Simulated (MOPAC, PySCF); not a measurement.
The scaffold NC-X carries different groups X. All species are isolated molecules in the gas phase. One relaxed conformer stands for each flexible species; it need not be the lowest. Strings in code marks are SMILES.

Quantity: vertical ionisation energy (energy after one electron is removed minus that of the parent at the parent's geometry), in eV.

Level 1: B3LYP/6-31G* // B3LYP-D3(BJ)/def2-TZVP (PySCF)
Level 2: PBE/6-31G* // B3LYP-D3(BJ)/def2-TZVP (PySCF)
Level 3: minus the HOMO energy of AM1 // B3LYP-D3(BJ)/def2-TZVP (MOPAC)
Level 4: minus the HOMO energy of HF/3-21G // B3LYP-D3(BJ)/def2-TZVP (PySCF)

```tsv
species	level 1	level 2	level 3	level 4
`CC#N`	12.14	12.02	12.65	12.53
`CCC#N`	11.68	11.36	12.16	12.35
`COC#N`	10.96	10.73	11.51	11.69
`N#CO[SiH3]`	11.04	10.73	11.45	11.75
`N#CO`	11.80	11.65	12.06	12.25
`C#N`	13.62	13.69	13.83	13.51
```
